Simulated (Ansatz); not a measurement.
# 2H-SiC: enthalpy of formation by level of theory

No measured value is used here.

```csv
level (code),value (eV/atom)
LDA (Ansatz),-0.283
PBE (Ansatz),(withheld)
PBEsol (Ansatz),-0.260
PBE-D3(BJ) (Ansatz),-0.274
PBE-D4 (Ansatz),-0.283
r²SCAN (Ansatz),-0.296
PBE0 (Ansatz),-0.281
r²SCAN0 (Ansatz),(withheld)
r²SCANh (Ansatz),(withheld)
```

**Question.** Complete the blanks.

**Answer.** 
- PBE (Ansatz, an electronic-structure program), value (eV/atom): -0.201
- r²SCAN0 (Ansatz), value (eV/atom): -0.340
- r²SCANh (Ansatz), value (eV/atom): -0.314

Each level is taken at its own relaxed cell. Cutoffs differ between the levels. Ansatz's density-functional and Hartree–Fock values are scalar-relativistic unless marked +SOC, with PAW data made under PBE.
